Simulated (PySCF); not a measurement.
C5H11N.
Atom-mapped SMILES: `[CH3:1][CH2:2][N:3]=[C:4]([CH3:5])[CH3:6]` (hydrogens: H7, H8, H9 on C1; H10, H11 on C2; H12, H13, H14 on C5; H15, H16, H17 on C6)

Cartesian coordinates in Å at the PBE0-D3(BJ)/def2-SVP level; atoms count from 1:
```xyz
17
C5H11N angstrom
C      2.5413   -0.0872    0.0121
C      1.1102   -0.5898    0.0100
N      0.1767    0.5103   -0.0267
C     -1.0740    0.2773   -0.0316
C     -1.6791   -1.1042   -0.0005
C     -2.0235    1.4377   -0.0711
H      3.2590   -0.9213    0.0390
H      2.7387    0.5146   -0.8875
H      2.7214    0.5567    0.8859
H      0.9518   -1.2639   -0.8556
H      0.9340   -1.2205    0.9044
H     -1.3527   -1.6514    0.8992
H     -2.7767   -1.0780   -0.0094
H     -1.3396   -1.6969   -0.8660
H     -1.4597    2.3785   -0.0907
H     -2.6895    1.4271    0.8080
H     -2.6729    1.3803   -0.9607
```

Computed with PBE0-D3(BJ)/def2-SVP geometry optimisation, gas phase (PySCF).

Take the most abundant isotopes and a rigid rotor. The values belong to one conformer with, in the numbering `[CH3:1][CH2:2][N:3]=[C:4]([CH3:5])[CH3:6]`, C1–C2–N3–C4 180°.

(1) What are A, B and C (cm⁻¹)?

(2) Classify the top.

(3) What does the inertial defect say?

(4) Give the other two planar moments, Paa and Pbb, and the rms extents of the mass along the axes.

(5) Where do the levels up to J = 4 lie, in cm⁻¹?

(6) Which types of transition are allowed, and where do some lines up to J = 3 fall?

(7) Estimate the classical rotational partition function at 50 K, 100 K and 500 K.

## Answers

(1) Ia = 70.11, Ib = 254.83, Ic = 312.34 u·Å²; 505379 MHz·u·Å²/I gives 7208, 1983 and 1618 MHz, that is A = 0.24045, B = 0.06615, C = 0.05397 cm⁻¹.

(2) An asymmetric top; Ray's κ = -0.869.

(3) Not planar: Δ = Ic − Ia − Ib = -12.59 u·Å². For a rigid frame Δ = −2 Σ m c², so Σ m c² = 6.30 u·Å² lies off the ab plane, practically all of it from hydrogen. The atom farthest from that plane is 0.89 Å away.

(4) Paa = Σ m a² = (Ib + Ic − Ia)/2 = 248.53 and Pbb = Σ m b² = (Ia + Ic − Ib)/2 = 63.81 u·Å². With the mass M = 85.09 u, the rms extents √(P/M) along a, b and c are 1.71, 0.87, 0.27 Å.

(5) Above 0(0,0):
J = 1: 1(0,1) 0.1201, 1(1,1) 0.2944, 1(1,0) 0.3066
J = 2: 2(0,2) 0.3598, 2(1,2) 0.5225, 2(1,1) 0.5590, 2(2,1) 1.0819, 2(2,0) 1.0825
J = 3: 3(0,3) 0.7177, 3(1,3) 0.8642, 3(1,2) 0.9373, 3(2,2) 1.4423, 3(2,1) 1.4454, 3(3,1) 2.3446, 3(3,0) 2.3446
J = 4: 4(0,4) 1.1921, 4(1,4) 1.3192, 4(1,3) 1.4409, 4(2,3) 1.9223, 4(2,2) 1.9315, 4(3,2) 2.8263, 4(3,1) 2.8264, 4(4,1) 4.0879, 4(4,0) 4.0879
The levels of one J sum to (2J + 1)J(J + 1)(A + B + C)/3.

(6) The dipole components are |μa| = 1.02 D, |μb| = 1.69 D, |μc| = 0.00 D; the mirror of this Cs structure is the ab plane, so μc vanishes by symmetry and there are no c-type lines. Intensities carry the squares of the components, which stand as 0.37 : 1.00 (a : b). Some lines, for components of 0.1 D or more:

| type | branch | J(Ka,Kc) | MHz | lower level (cm⁻¹) |
| --- | --- | --- | --- | --- |
| a | Q | 2(1,1) ← 2(1,2) | 1096 | 0.522 |
| b | Q | 1(1,0) ← 1(0,1) | 5590 | 0.120 |
| b | R | 3(0,3) ← 2(1,2) | 5852 | 0.522 |
| b | Q | 3(1,2) ← 3(0,3) | 6584 | 0.718 |
| a | R | 2(1,1) ← 1(1,0) | 7568 | 0.307 |
| a | R | 3(0,3) ← 2(0,2) | 10730 | 0.360 |
| a | R | 3(2,2) ← 2(2,1) | 10804 | 1.082 |
| a | R | 3(2,1) ← 2(2,0) | 10877 | 1.083 |
| b | R | 2(2,1) ← 1(1,0) | 23243 | 0.307 |
| b | Q | 3(3,1) ← 3(2,2) | 27050 | 1.442 |
| b | R | 3(2,1) ← 2(1,2) | 27667 | 0.522 |
| b | R | 3(3,1) ← 2(2,0) | 37836 | 1.083 |
| b | R | 3(3,0) ← 2(2,1) | 37855 | 1.082 |

(7) Point group Cs, symmetry number σ = 1; q = (√π/σ)·√((kT/h)³/(ABC)), k/h = 20836.6 MHz/K: 12400 at 50 K, 35100 at 100 K, 392000 at 500 K.

No PBE0-D3(BJ)/def2-SVP frequencies stand behind this structure, so it isn't proved a minimum. These are rigid-rotor constants of the computed structure; measured ground-state constants (B0) also hold zero-point vibration. A rigid rotor knows nothing of internal rotation, which can split or shift real lines. Quadrupole hyperfine structure (14N) is left out.
